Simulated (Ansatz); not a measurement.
# Worked example: Si–CH2⁺, doublet against Si–CH₂, singlet

Geometry (PBE0/def2-TZVP stationary point of a singlet), kept for both states (Si–CH2, singlet: A1; Si–CH2⁺, doublet: B1):

```yaml
atoms:
  - { symbol: Si, position_ang: [0.0000, 0.0000, 0.5957] }
  - { symbol: C, position_ang: [0.0000, 0.0000, -1.1063] }
  - { symbol: H, position_ang: [0.0000, -0.9093, -1.7078] }
  - { symbol: H, position_ang: [0.0000, 0.9093, -1.7078] }
```

Basis cc-pVTZ; Ansatz 0.2.0. Correlated methods freeze the noble-gas cores. R marks a restricted (for open shells ROHF) determinant, U an unrestricted one.

Full CI isn't at hand for all of this; UCCSDT(Q) serves as the reference, and is uncertain by about the last step of the cluster series.

Unrestricted rows (U, and Kohn–Sham where it breaks symmetry) aren't spin-pure: their determinants' ⟨S²⟩ exceeds S(S+1) by up to 0.25, so they mix in states of higher spin.

```
    level  E(Si–CH2, singlet) (hartree)  E(Si–CH2⁺, doublet) (hartree)
      UHF                   -327.901100                    -327.628723
     UMP2                   -328.149714                    -327.835142
 UCCSD(T)                   -328.200391                    -327.874948
      PBE                   -328.530674                    -328.202726
     PBE0                   -328.558777                    -328.235840
UCCSDT(Q)                   -328.202930                    -327.876280
```

Question: Give the vertical gap, Si–CH2⁺ doublet less Si–CH2 singlet, at each level in eV (1 hartree = 27.2114 eV), and each error against UCCSDT(Q).

Answer: UCCSDT(Q): (-327.876280 − (-328.202930)) × 27.2114 = 8.889 eV (the reference)
PBE0: (-328.235840 − (-328.558777)) × 27.2114 = 8.788 eV, error -0.101 eV
PBE: (-328.202726 − (-328.530674)) × 27.2114 = 8.924 eV, error 0.035 eV
UCCSD(T): (-327.874948 − (-328.200391)) × 27.2114 = 8.856 eV, error -0.033 eV
UMP2: (-327.835142 − (-328.149714)) × 27.2114 = 8.560 eV, error -0.329 eV
UHF: (-327.628723 − (-327.901100)) × 27.2114 = 7.412 eV, error -1.477 eV

Total energies of functionals can't be set beside those of wave-function methods, since they hold the core's correlation and their own absolute errors; only the differences compare.

The reference still carries a basis error, for a change of charge of the order of 0.1 eV, so smaller errors of functionals can't be ranked.

Each level lands on the state that its own search finds. T1 diagnostics of restricted CCSD: 0.016 and 0.015.
